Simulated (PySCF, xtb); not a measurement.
Cl2, SMILES ClCl (connectivity only; charge and spin as stated), charge +1, multiplicity 2.

Harmonic wavenumbers (cm⁻¹) from GFN2-xTB run with xtb at its own minimum, in rising order: 513.

Problem. What does PySCF with PBE0-D3(BJ)/def2-TZVPD give at its own minimum? (Estimate from the structure and the level; the computed values follow.)

Solution. 675. Paired by order, the mean absolute difference is 162 cm⁻¹ and the zero-point energies are 0.7 and 1.0 kcal/mol.
